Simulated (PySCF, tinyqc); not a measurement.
Worked calculation: CIS on RHF in the sto-3g basis, frozen core, for LiH, spin multiplicity 1. The lowest restricted solution is unstable here: a spin-polarised one lies 0.0214 hartree lower (PySCF). One step of it, computed by the program tinyqc.

Question. CIS matrix, singlets. A(ia,jb) = (e_a - e_i) d_ij d_ab + 2 (ia|jb) - (ij|ab).

orbital energies (hartree): MO1 -2.374509, MO2 -0.214650, MO3 0.066482, MO4 0.157296, MO5 0.157296, MO6 0.329140

Two-electron integrals over orbitals (pq|rs), unique and non-zero (hartree); the lowest 1 orbital is frozen and left out:
```
(22|22) 0.433144    (32|22) -0.067499   (32|32) 0.029692    (33|22) 0.212461
(33|32) 0.017539    (33|33) 0.320215    (42|42) 0.020844    (43|42) 0.021340
(43|43) 0.041357    (44|22) 0.233545    (44|32) 0.019646    (44|33) 0.277029
(44|44) 0.312946    (52|52) 0.020844    (53|52) 0.021340    (53|53) 0.041357
(54|54) 0.016869    (55|22) 0.233545    (55|32) 0.019646    (55|33) 0.277029
(55|44) 0.279207    (55|55) 0.312946    (62|22) 0.102851    (62|32) -0.052868
(62|33) -0.015869   (62|44) -0.043540   (62|55) -0.043540   (62|62) 0.132248
(63|22) -0.064659   (63|32) 0.025008    (63|33) 0.037226    (63|44) 0.012116
(63|55) 0.012116    (63|62) -0.044743   (63|63) 0.037513    (64|42) -0.017390
(64|43) -0.010539   (64|64) 0.018367    (65|52) -0.017390   (65|53) -0.010539
(65|65) 0.018367    (66|22) 0.401149    (66|32) -0.051349   (66|33) 0.240117
(66|44) 0.253459    (66|55) 0.253459    (66|62) 0.079215    (66|63) -0.047428
(66|66) 0.392923
```

Give: CIS matrix A, singlet.

Answer.

CIS matrix A, singlet (hartree), lower triangle:
```
         2>3     2>4     2>5     2>6
2>3   0.1281
2>4   0.0000  0.1801
2>5   0.0000  0.0000  0.1801
2>6  -0.0411  0.0000  0.0000  0.4071
```
